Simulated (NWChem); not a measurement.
System: hydrogen isocyanide (CHN); SMILES [C-]#[NH+]

Here is an NWChem input.

```
start job
memory heap 200 mb stack 900 mb global 1100 mb
geometry units angstroms
  C      0.000000     0.000000     0.736414
  N      0.000000     0.000000    -0.427035
  H      0.000000     0.000000    -1.424164
end
basis spherical
  * library 6-311g**
end
dft
  xc hfexch
  iterations 150
end
driver
  maxiter 120
end
task dft optimize
task dft freq
```

The level has its own optimisation; frequencies are unscaled.

### Question
What results follow from this input? (Hartree-Fock/6-311G** (spherical d).) Quantities: basis functions; r C–N (Å); r H–N (Å); highest harmonic frequency (cm⁻¹); lowest (cm⁻¹); zero-point energy (kcal/mol); dipole (D).

### Answer
- number of basis functions = 42
- r C–N (Å) = 1.149
- r H–N (Å) = 0.984
- highest harmonic frequency (cm⁻¹) = 4053
- lowest (cm⁻¹) = 555
- zero-point energy (kcal/mol) = 10.6
- dipole (D) = 2.95
